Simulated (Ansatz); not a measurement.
**Si₂H₅O+ (SMILES [SiH2+]O[SiH3]): one structure at several levels**

An exercise on one series of results from a longer session: the logs are not shown, and one member is left open.

The runs use Ansatz 0.2.0, Gaussian basis; single points in def2-TZVPP.

Correlated methods freeze the cores. B3LYP uses VWN-RPA correlation.

### The system as given

SMILES `[SiH2+]O[SiH3]`, 8 atoms, charge 1, spin multiplicity 1.

Atoms are counted from 1 here; the program's logs count them from 0.

Bond lengths: Si1–O2 1.684 Å, Si1–H4 1.568 Å, Si1–H5 1.505 Å, O2–Si3 1.873 Å, Si3–H6 1.471 Å, Si3–H7 1.576 Å, Si3–H8 1.557 Å. Angles: O2–Si1–H4 109.9°, O2–Si1–H5 117.9°, H4–Si1–H5 131.8°, Si1–O2–Si3 174.0°, O2–Si3–H6 97.9°, O2–Si3–H7 97.3°, O2–Si3–H8 101.5°, H6–Si3–H7 116.2°, H6–Si3–H8 120.8°, H7–Si3–H8 116.0°.

Geometry (Å):

```xyz
8

Si   -0.9309    1.1746   -1.2630
O    -0.1184    0.1418   -0.2093
Si    0.8226   -0.8493    1.0717
H    -2.3594    0.6070   -1.5703
H    -0.1655    2.3334   -1.8431
H     1.4020   -1.8528    0.1654
H    -0.4223   -1.3143    1.9184
H     1.7159    0.2499    1.7186
```

Set-up of the first run:

run/in.yaml

```yaml
crystal:
  periodic: [false, false, false]
  atoms:
    - {symbol: Si, position_ang: [-0.930900, 1.174600, -1.263000]}
    - {symbol: O, position_ang: [-0.118400, 0.141800, -0.209300]}
    - {symbol: Si, position_ang: [0.822600, -0.849300, 1.071700]}
    - {symbol: H, position_ang: [-2.359400, 0.607000, -1.570300]}
    - {symbol: H, position_ang: [-0.165500, 2.333400, -1.843100]}
    - {symbol: H, position_ang: [1.402000, -1.852800, 0.165400]}
    - {symbol: H, position_ang: [-0.422300, -1.314300, 1.918400]}
    - {symbol: H, position_ang: [1.715900, 0.249900, 1.718600]}
basis:
  gaussian: {orbitals: def2-TZVPP}
total_charge: 1
correlation: {method: ccsd_t}
output: {forces: true}
```

No record of the launch command was kept for these runs.

Among the steps run: CCSD(T)/def2-TZVPP; PBE0-D4/def2-TZVPP; wB97M-V/def2-TZVPP; r2SCAN-D4/def2-TZVPP; PBE-D4/def2-TZVPP; B3LYP-D4/def2-TZVPP; BLYP-D4/def2-TZVPP.

One table of the session follows, with a row left open; its other results are not shown here.

| method | RMS force component (eV/Å) | angle to CCSD(T) forces (°) |
| --- | --- | --- |
| CCSD(T) | 1.428 | reference |
| PBE0-D4 | 1.449 | 3.0 |
| wB97M-V | 1.453 | 1.8 |
| r2SCAN-D4 | 1.401 | 2.2 |
| PBE-D4 | 1.254 | 5.1 |
| B3LYP-D4 | 1.406 | 1.0 |
| BLYP-D4 | ? | ? |

**Question.** Estimate the row for BLYP-D4.

As computed: RMS force component (eV/Å): 1.237; angle to CCSD(T) forces (°): 3.2. In the column «RMS force component (eV/Å)» it is the lowest.
